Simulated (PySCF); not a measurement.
Compound: trans-2,3-dimethylthiirane, C4H8S.
Numbering: `[CH3:1][C@@H:2]1[S:3][C@H:4]1[CH3:5]` (hydrogens: H6, H7, H8 on C1; H9 on C2; H10 on C4; H11, H12, H13 on C5)

The closed-shell ground state was solved at several levels (PySCF, density fitting, gas phase, non-relativistic). Geometry: PBE0-D3(BJ)/def2-TZVP; no solvent, vibrations or thermal averaging.

```json
{"level": "B97-2/pcSseg-2", "basis functions": "299", "HOMO (eV)": "-6.19", "LUMO (eV)": "0.20", "gap (eV)": "6.39", "dipole (D)": "2.22"}
{"level": "PBE0/pcSseg-2", "basis functions": "299", "HOMO (eV)": "-6.44", "LUMO (eV)": "0.23", "gap (eV)": "6.67", "dipole (D)": "2.22"}
{"level": "KT3/pcSseg-2", "basis functions": "299", "HOMO (eV)": "-5.31", "LUMO (eV)": "-0.74", "gap (eV)": "4.57", "dipole (D)": "2.13"}
```

What might wB97X-D/pcSseg-2 (299 basis functions) give for the same quantities?

HOMO -8.30 eV, LUMO 2.00 eV, gap 10.30 eV, dipole 2.27 D.

Over all these levels, which gives the widest orbital gap and which the narrowest?

wB97X-D/pcSseg-2 (range-separated hybrid) has the widest, 10.30 eV, and KT3/pcSseg-2 (GGA) the narrowest, 4.57 eV. From the narrowest to the widest the HOMO moves by -2.99 eV and the LUMO by +2.74 eV.

In the pcSseg-2 basis, how does the gap go with the fixed share of exact exchange?

KT3 (0 %) 4.57 eV; B97-2 (21 %) 6.39 eV; PBE0 (25 %) 6.67 eV. Each rise in the share widens the gap here.

How far do the dipole and the HOMO energy spread over the levels?

The dipole runs from 2.13 to 2.27 D (mean 2.21 D) and the HOMO from -8.30 to -5.31 eV.
